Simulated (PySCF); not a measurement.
acetyl chloride: calculation against experiment

**What was measured.**

NIST CCCBDB Release 22 (SRD 101), experimental dipoles lists, for the gas: dipole moment (dielectric constant against temperature) 2.72 D.

The runs below try to reproduce these values; the comparison stands at the end.

Compound: acetyl chloride, C2H3ClO.
Atom-mapped SMILES: `[CH3:1][C:2](=[O:3])[Cl:4]` (hydrogens: H5, H6, H7 on C1)

Geometry (GFN2-xTB, Å), atoms numbered from 1 in this order:
```
atom  x, y, z in Å
C1    -0.6808   -0.0643    0.0657
C2     0.7467    0.3060   -0.1161
O3     1.2168    1.3720   -0.3189
Cl4    1.8080   -1.1143    0.0064
H5    -1.3019    0.8240   -0.0204
H6    -0.8165   -0.5232    1.0428
H7    -0.9690   -0.7953   -0.6865
```

Runs made with PySCF (gas phase, on this GFN2-xTB geometry; no spin–orbit coupling):

```tsv
level	job	basis functions	wall time
PBE0/pcSseg-1	shieldings, charges and field gradients	90	12 s
```

Hardware: one thread, x86-64 server, no GPU (shared host).

Results beside the measurements:

**Dipole moment.** Measured: 2.72 D (NIST CCCBDB Release 22 (SRD 101), experimental dipoles).

| level | computed (D) | computed − measured (D) | % (from the printed values) |
| --- | --- | --- | --- |
| PBE0/pcSseg-1 | 2.90 | +0.18 | +7 |

The computed dipoles belong to one fixed geometry; measured ones are averaged over vibrations unless marked μe. Magnitudes are compared, not signs.

No measured geometry was used, and the causes of the misses weren't examined.
